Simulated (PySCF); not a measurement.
From a raw peak list to a structure

Formula C$_{5}$H$_{4}$. The spectrum was simulated from the full spin Hamiltonian at 90 MHz with 1.2 Hz Lorentzian lines, from shifts rounded to 0.01 ppm and J to 0.1 Hz, couplings under 1 Hz left out.

```csv
region,integral (H),ppm,Hz,height
1,3,2.054,184.9,92
1,,2.026,182.4,100
2,1,1.442,129.8,10
2,,1.413,127.2,25
2,,1.385,124.7,23
2,,1.356,122.1,8
```

¹³C{¹H} NMR (computed): δ 67.6 (C), 65.8 (C), 64.1 (C), 58.0 (CH), 5.2 (CH3).

PySCF 2.14.0 with density-fitted response routines calculation with B3LYP/pcJ-1 coupling constants, geometry: PBE0-D3(BJ)/def2-SVP and KT2/pcSseg-2 with gauge-including orbitals; averaged over atoms made equivalent by symmetry, fast rotation or ring inversion, in vacuum, relativity neglected, single conformer.

Shifts are taken against calculated references (same method and geometry level): ¹H (σref 31.18) and ¹³C (σref 182.28) against TMS.

Q: Analyse the multiplets.

A: ¹H NMR (90 MHz, computed): δ 2.04 (d, J = 2.6 Hz, 3H), 1.40 (q, J = 2.6 Hz, 1H). These are first-order names from the parameters used; overlap and second-order distortion can hide them in the list.

Q: What is the compound?

A: SMILES C(#C)C#CC.

Structure with atom numbers: `[CH:1]#[C:2][C:3]#[C:4][CH3:5]`. Hydrogens are named by the atom that carries them.

- δ 2.04: H(C5), hydrogen on a propargylic methyl carbon, coupled to H(C1) (2.6 Hz).
- δ 1.40: H(C1), hydrogen on a terminal alkyne carbon, coupled to H(C5) (2.6 Hz).

The data come from this structure; uniqueness wasn't tested.

Multiplet labels drop couplings under 1 Hz and merge nearly equal ones. Shifts are as computed. Against solution values, carbons near 30 ppm lie about +3 ppm off and those near 130 ppm about -1 ppm. Of 1211 compounds with measured shifts, 218 miss one by over three times the rms of a fit or turn the order of signals round; such compounds aren't used in these exercises.
